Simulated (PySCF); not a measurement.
SMILES ClB(Cl)Cl (BCl3) at its PBE/def2-SVP optimised geometry (Å):

```
4

Cl     1.3152     0.0005     0.0000
B     -0.4380     0.0005     0.0000
Cl    -1.3135    -1.5185     0.0011
Cl    -1.3152     1.5185     0.0000
```

Method: PBE/def2-TZVP (PySCF 2.14.0). Cells within 0.4 Å of a nucleus heavier than hydrogen are left out (blank, or x).

Map of the deformation density (molecule minus spherical neutral atoms) (e/bohr³) on the plane z = 0.0 Å:

```
|2222222222222222222222222|
|2222222222222222222222222|
|2222222222222222222222222|
|2222222122222222222222222|
|2222211112222222222222222|
|2222211013322222222222222|
|2222211036422222222222222|
|2222223xxx322222222222222|
|2222235xxx221112222222222|
|2222223325631112332222222|
|2222222249942222542122222|
|22222211369x5642x41112222|
|2222221113xx996xxx0012222|
|22222211369x5642x41112222|
|2222222249942222542122222|
|2222223325631112332222222|
|2222235xxx221112222222222|
|2222223xxx322222222222222|
|2222211026422222222222222|
|2222211013322222222222222|
|2222211112222222222222222|
|2222222122222222222222222|
|2222222222222222222222222|
|2222222222222222222222222|
|2222222222222222222222222|
```
Scale: ten equal steps from -0.014 (start of '0') to 0.045 (end of '9'), in the order '0123456789'; x runs from -4.00 to 4.00, y from -4.00 (bottom) to 4.00 (top).
